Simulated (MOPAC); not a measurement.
MOPAC input (PM7):

```
PM7 FORCE THERMO(298,298) PRECISE LET GEO-OK AUX(PRECISION=9) THREADS=1
C4H5N

H     0.02126931 1   -0.00146264 1    2.13766811 1
N     0.01140137 1   -0.00078342 1    1.14589191 1
C     0.00956269 1    1.13026784 1    0.33716605 1
C    -0.00286739 1   -1.13072375 1    0.33574076 1
C    -0.00596250 1    0.71226128 1   -0.99196986 1
C    -0.01378611 1   -0.71091122 1   -0.99285547 1
H     0.01904991 1    2.11973819 1    0.74444379 1
H    -0.00426232 1   -2.12075078 1    0.74177766 1
H    -0.01115543 1    1.33649447 1   -1.85808726 1
H    -0.02583638 1   -1.33394825 1   -1.85976970 1
```

From the last part of the output:

```
     H   10   0.007370   0.013836   0.017460   4.468738

          HEAT OF FORMATION =      26.456961 KCALS/MOLE

          ZERO POINT ENERGY      49.129 KCAL/MOL

           NORMAL COORDINATE ANALYSIS (Total motion = 1 Angstrom)

   Root No.       1         2         3         4         5         6         7         8

                 1 B1      1 A2      2 B1      3 B1      1 B2      2 A2      1 A1      4 B1

                 482.7     521.4     574.7     820.1     837.1     866.7     867.1     915.3

           1   -0.0000    0.0000    0.0000    0.0000    0.0000    0.0000    0.1138    0.0000
           2   -0.0000    0.0000    0.0000    0.0000    0.0499   -0.0000   -0.0000    0.0000
           3   -0.1493   -0.0000    0.5890    0.0670    0.0000    0.0000   -0.0000    0.0196
           4    0.0000    0.0000   -0.0000    0.0000   -0.0000    0.0000    0.1163    0.0000
           5    0.0000   -0.0000   -0.0000    0.0000   -0.0511    0.0000   -0.0000    0.0000
           6    0.1214   -0.0000   -0.0153    0.0092    0.0000    0.0000   -0.0000    0.0105
           7   -0.0000    0.0000   -0.0000   -0.0000    0.0659   -0.0000   -0.0035   -0.0000
           8   -0.0000    0.0000   -0.0000   -0.0000   -0.0615   -0.0000    0.1032   -0.0000
           9   -0.0736    0.0431   -0.0286   -0.0237    0.0000   -0.0533   -0.0000   -0.0451
          10   -0.0000   -0.0000   -0.0000   -0.0000   -0.0659    0.0000   -0.0035   -0.0000
          11   -0.0000   -0.0000   -0.0000   -0.0000   -0.0615    0.0000   -0.1032   -0.0000
          12   -0.0736   -0.0431   -0.0286   -0.0237    0.0000    0.0533    0.0000   -0.0451
          13    0.0000   -0.0000    0.0000   -0.0000    0.0994   -0.0000   -0.0606    0.0000
          14    0.0000   -0.0000    0.0000   -0.0000    0.0919   -0.0000    0.0217    0.0000
          15    0.0188   -0.0732    0.0226   -0.0196   -0.0000   -0.0115    0.0000    0.0374
          16    0.0000    0.0000    0.0000   -0.0000   -0.0994   -0.0000   -0.0606    0.0000
          17    0.0000    0.0000    0.0000   -0.0000    0.0919    0.0000   -0.0217    0.0000
          18    0.0188    0.0732    0.0226   -0.0196   -0.0000    0.0115    0.0000    0.0374
          19   -0.0000    0.0000   -0.0000    0.0000   -0.0114    0.0000   -0.1180    0.0000
          20   -0.0000    0.0000   -0.0000    0.0000   -0.0912    0.0000    0.0556    0.0000
          21   -0.1940    0.1597   -0.1314    0.1909    0.0000    0.2994   -0.0000    0.2061
          22   -0.0000   -0.0000   -0.0000    0.0000    0.0114   -0.0000   -0.1180    0.0000
          23   -0.0000   -0.0000   -0.0000    0.0000   -0.0912   -0.0000   -0.0556    0.0000
          24   -0.1940   -0.1597   -0.1314    0.1909    0.0000   -0.2994    0.0000    0.2061
          25    0.0000   -0.0000    0.0000    0.0000    0.1185    0.0000    0.0163   -0.0000
          26    0.0000   -0.0000    0.0000    0.0000    0.0586    0.0000   -0.0854   -0.0000
          27    0.0782   -0.2240    0.0153    0.2277   -0.0000    0.1358   -0.0000   -0.1964
          28    0.0000    0.0000    0.0000    0.0000   -0.1185   -0.0000    0.0163   -0.0000
          29    0.0000    0.0000    0.0000    0.0000    0.0586   -0.0000    0.0854   -0.0000
          30    0.0782    0.2240    0.0153    0.2277   -0.0000   -0.1358    0.0000   -0.1964

   Root No.       9        10        11        12        13        14        15        16

                 3 A2      2 A1      2 B2      3 A1      3 B2      4 A1      4 B2      5 B2

                 974.5    1135.4    1137.9    1187.2    1266.7    1318.2    1362.3    1461.8

           1   -0.0000    0.0323    0.0000    0.0075   -0.0000    0.1033    0.0000   -0.0000
           2    0.0000   -0.0000    0.0758   -0.0000   -0.1692    0.0000    0.3883   -0.3399
           3   -0.0000   -0.0000   -0.0000    0.0000    0.0000   -0.0000   -0.0000    0.0000
           4   -0.0000    0.0368    0.0000    0.0045   -0.0000    0.1175    0.0000    0.0000
           5   -0.0000   -0.0000    0.0175   -0.0000   -0.0212   -0.0000    0.0345    0.1383
           6   -0.0000   -0.0000   -0.0000    0.0000    0.0000   -0.0000   -0.0000    0.0000
           7    0.0000   -0.0131    0.0063    0.0013   -0.0196   -0.0660   -0.0326   -0.0661
           8    0.0000   -0.0108   -0.0307    0.0191    0.0014   -0.0680   -0.0456   -0.0567
           9    0.0329   -0.0000    0.0000    0.0000    0.0000    0.0000    0.0000    0.0000
          10   -0.0000   -0.0131   -0.0063    0.0013    0.0196   -0.0660    0.0326    0.0661
          11   -0.0000    0.0108   -0.0307   -0.0191    0.0014    0.0680   -0.0456   -0.0567
          12   -0.0329    0.0000    0.0000   -0.0000   -0.0000   -0.0000    0.0000    0.0000
          13   -0.0000    0.0140   -0.0081   -0.0172   -0.0002   -0.0092   -0.0275    0.0579
          14   -0.0000    0.0124   -0.0017   -0.0141    0.0185   -0.1183    0.0223   -0.0080
          15   -0.0743   -0.0000    0.0000    0.0000   -0.0000    0.0000    0.0000   -0.0000
          16    0.0000    0.0140    0.0081   -0.0172    0.0002   -0.0092    0.0275   -0.0579
          17    0.0000   -0.0124   -0.0017    0.0141    0.0185    0.1183    0.0223   -0.0080
          18    0.0743    0.0000    0.0000   -0.0000   -0.0000   -0.0000   -0.0000   -0.0000
          19   -0.0000   -0.1255    0.1752    0.2647    0.2167    0.0353    0.0252   -0.0777
          20   -0.0000   -0.0547    0.0409    0.1229    0.0941   -0.0394   -0.0121   -0.0401
          21   -0.0978    0.0000   -0.0000   -0.0000   -0.0000    0.0000   -0.0000    0.0000
          22    0.0000   -0.1255   -0.1752    0.2647   -0.2167    0.0353   -0.0252    0.0777
          23    0.0000    0.0547    0.0409   -0.1229    0.0941    0.0394   -0.0121   -0.0401
          24    0.0978    0.0000    0.0000   -0.0000   -0.0000   -0.0000   -0.0000    0.0000
          25    0.0000   -0.1569   -0.1423   -0.1096    0.0839   -0.0068    0.0882    0.0196
          26    0.0000    0.2473    0.1855    0.1177   -0.0999   -0.1231   -0.1444    0.0200
          27    0.2950   -0.0000   -0.0000   -0.0000    0.0000    0.0000    0.0000   -0.0000
          28   -0.0000   -0.1569    0.1423   -0.1096   -0.0839   -0.0068   -0.0882   -0.0196
          29   -0.0000   -0.2473    0.1855   -0.1177   -0.0999    0.1231   -0.1444    0.0200
          30   -0.2950    0.0000   -0.0000    0.0000    0.0000   -0.0000    0.0000   -0.0000

   Root No.      17        18        19        20        21        22        23        24

                 5 A1      6 A1      6 B2      7 B2      7 A1      8 B2      8 A1      9 A1

                1463.7    1512.6    1628.9    2782.7    2788.7    2800.8    2809.2    2850.4

           1   -0.0721   -0.0127   -0.0000   -0.0000    0.0439    0.0000    0.0878    0.6628
           2   -0.0000    0.0000   -0.2681   -0.0011   -0.0000    0.0003   -0.0000   -0.0000
           3    0.0000    0.0000   -0.0000    0.0000   -0.0000   -0.0000   -0.0000   -0.0000
           4   -0.0653   -0.0296    0.0000   -0.0000   -0.0029    0.0000   -0.0044   -0.0457
           5    0.0000    0.0000    0.0523   -0.0055    0.0000    0.0014   -0.0000    0.0000
           6    0.0000    0.0000   -0.0000    0.0000   -0.0000   -0.0000    0.0000    0.0000
           7   -0.0301    0.1044    0.0791    0.0148    0.0101   -0.0015    0.0025   -0.0052
           8    0.1034   -0.0039   -0.0378   -0.0298   -0.0247   -0.0033   -0.0095    0.0053
           9    0.0000    0.0000   -0.0000    0.0000    0.0000   -0.0000    0.0000   -0.0000
          10   -0.0301    0.1044   -0.0791   -0.0148    0.0101    0.0015    0.0025   -0.0052
          11   -0.1034    0.0038   -0.0378   -0.0298    0.0247   -0.0033    0.0095   -0.0053
          12   -0.0000   -0.0000   -0.0000    0.0000   -0.0000   -0.0000   -0.0000    0.0000
          13    0.0825   -0.0665   -0.0862    0.0019    0.0077   -0.0266   -0.0221    0.0066
          14   -0.0990   -0.0700    0.0316    0.0009    0.0025   -0.0210   -0.0144    0.0031
          15    0.0000    0.0000    0.0000   -0.0000    0.0000    0.0000    0.0000   -0.0000
          16    0.0825   -0.0665    0.0862   -0.0019    0.0077    0.0266   -0.0221    0.0066
          17    0.0990    0.0700    0.0316    0.0009   -0.0025   -0.0210    0.0144   -0.0031
          18   -0.0000   -0.0000    0.0000   -0.0000   -0.0000    0.0000   -0.0000    0.0000
          19   -0.1292   -0.1125   -0.0240   -0.1587   -0.1225   -0.0118   -0.0374    0.0223
          20    0.0553   -0.0972   -0.0726    0.4000    0.3054    0.0286    0.0934   -0.0612
          21    0.0000    0.0000   -0.0000   -0.0000   -0.0000   -0.0000   -0.0000    0.0000
          22   -0.1292   -0.1125    0.0240    0.1587   -0.1225    0.0118   -0.0374    0.0223
          23   -0.0552    0.0972   -0.0726    0.4000   -0.3054    0.0286   -0.0934    0.0612
          24   -0.0000   -0.0000   -0.0000   -0.0000    0.0000   -0.0000    0.0000   -0.0000
          25   -0.0053   -0.1270    0.0077   -0.0254   -0.0916    0.3504    0.2581   -0.0533
          26    0.0540    0.0231   -0.0836   -0.0176   -0.0657    0.2505    0.1843   -0.0389
          27    0.0000    0.0000    0.0000   -0.0000    0.0000   -0.0000   -0.0000    0.0000
          28   -0.0053   -0.1270   -0.0077    0.0254   -0.0916   -0.3504    0.2580   -0.0533
          29   -0.0540   -0.0231   -0.0836   -0.0176    0.0657    0.2505   -0.1843    0.0389
          30   -0.0000   -0.0000    0.0000   -0.0000   -0.0000   -0.0000    0.0000   -0.0000

           MASS-WEIGHTED COORDINATE ANALYSIS (NORMAL COORDINATES)

   Root No.       1         2         3         4         5         6         7         8

                 1 B1      1 A2      2 B1      3 B1      1 B2      2 A2      1 A1      4 B1

                 482.7     521.4     574.7     820.1     837.1     866.7     867.1     915.3

           1   -0.0000    0.0000    0.0000    0.0000    0.0000    0.0000    0.1466    0.0000
           2   -0.0000    0.0000    0.0000    0.0000    0.0588   -0.0000   -0.0000    0.0000
           3   -0.2219   -0.0000    0.9123    0.1481    0.0000    0.0000   -0.0000    0.0395
           4    0.0000    0.0000   -0.0000    0.0000   -0.0000    0.0000    0.5584    0.0000
           5    0.0000    0.0000   -0.0000    0.0000   -0.2242    0.0000   -0.0000    0.0000
           6    0.6730   -0.0000   -0.0883    0.0761    0.0000    0.0000   -0.0000    0.0788
           7   -0.0000    0.0000   -0.0000   -0.0000    0.2678   -0.0000   -0.0155   -0.0000
           8   -0.0000    0.0000   -0.0000   -0.0000   -0.2502   -0.0000    0.4588   -0.0000
           9   -0.3780    0.2618   -0.1530   -0.1811    0.0000   -0.3437   -0.0000   -0.3141
          10   -0.0000   -0.0000   -0.0000   -0.0000   -0.2678    0.0000   -0.0155   -0.0000
          11   -0.0000   -0.0000   -0.0000   -0.0000   -0.2502    0.0000   -0.4588   -0.0000
          12   -0.3780   -0.2618   -0.1530   -0.1811    0.0000    0.3437    0.0000   -0.3141
          13    0.0000   -0.0000    0.0000   -0.0000    0.4040   -0.0000   -0.2693    0.0000
          14    0.0000   -0.0000    0.0000   -0.0000    0.3738   -0.0000    0.0965    0.0000
          15    0.0966   -0.4443    0.1207   -0.1493   -0.0000   -0.0740    0.0000    0.2601
          16    0.0000    0.0000    0.0000   -0.0000   -0.4040   -0.0000   -0.2693    0.0000
          17    0.0000    0.0000    0.0000   -0.0000    0.3738    0.0000   -0.0964    0.0000
          18    0.0966    0.4443    0.1207   -0.1493   -0.0000    0.0740    0.0000    0.2601
          19   -0.0000    0.0000   -0.0000    0.0000   -0.0134    0.0000   -0.1520    0.0000
          20   -0.0000    0.0000   -0.0000    0.0000   -0.1074    0.0000    0.0716    0.0000
          21   -0.2885    0.2808   -0.2035    0.4217    0.0000    0.5588   -0.0000    0.4158
          22   -0.0000   -0.0000   -0.0000    0.0000    0.0134   -0.0000   -0.1520    0.0000
          23   -0.0000   -0.0000   -0.0000    0.0000   -0.1074   -0.0000   -0.0716    0.0000
```
